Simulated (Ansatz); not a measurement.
**Computed against measured: atomisation enthalpy at 298 K**

7 molecules with oxygen; the atomisation enthalpy at 298 K in kJ/mol, computed less measured. Shapes, held fixed at every level: PBE0-D4/def2-TZVP. Thermal terms are harmonic and unscaled (PBE0-D4/def2-TZVP); the spin-orbit lowering of the free atoms is taken from their spectra. Programs: Ansatz 0.2.0. Measured values: Active Thermochemical Tables, NIST-JANAF tables.

Levels: A = B3LYP/cc-pVTZ; B = PBE0-D4/def2-TZVPP; C = wB97X/STO-3G; D = CCSD(T)/def2-TZVPP.

```
                       molecule  from tabulated heats    A    B     C    D
        BOF (fluoro(oxo)borane)                  1501  -27  -31   +14  -73
           CO2 (carbon dioxide)                  1609   -8   +9  -244  -58
        N2O (SMILES N#[N+][O-])                  1112  +21  +22  -421  -73
SiO2 (silicon dioxide molecule)                  1254  -75  -73  -389  -88
      C2HO (ethynyloxy radical)                  1723  +13  +36    -6  -64
             HOCN (cyanic acid)                  1671   -5   +4  -149  -70
                C2H2O (ethynol)                  2026  -14   +8   +74  -72
```

(1) Sum up the errors.

## Answers

(1) 
| level | kind | mean error | mean absolute error | worst case |
| --- | --- | --- | --- | --- |
| B3LYP/cc-pVTZ | global hybrid | -13.6 | 23.3 | SiO2 |
| PBE0-D4/def2-TZVPP | global hybrid | -3.6 | 26.1 | SiO2 |
| wB97X/STO-3G | range-separated hybrid | -160.1 | 185.3 | N2O |
| CCSD(T)/def2-TZVPP | coupled cluster or CI | -71.1 | 71.1 | SiO2 |

On this set B3LYP/cc-pVTZ has the smallest mean absolute error and wB97X/STO-3G the largest. B3LYP/cc-pVTZ is too low in 5 of 7; PBE0-D4/def2-TZVPP is too high in 5 of 7; wB97X/STO-3G is too low in 5 of 7; CCSD(T)/def2-TZVPP is too low in 7 of 7. The tabulated values of BOF, SiO2 are in doubt (older tables, estimates, or at odds with other calculations) and kept here. Over the 5 molecules whose values aren't doubted the mean absolute errors are A 12.2; B 15.8; C 178.8; D 67.4. The smallest two are near a tie. Rows in very small basis sets show the basis more than the method. Correlated wave functions converge slowly with the basis. T1 is large for SiO2 (0.024), so single-reference values are less sure there. Spin contamination: C2HO (⟨S²⟩ up to 0.81). Open shells run unrestricted. The set is small.
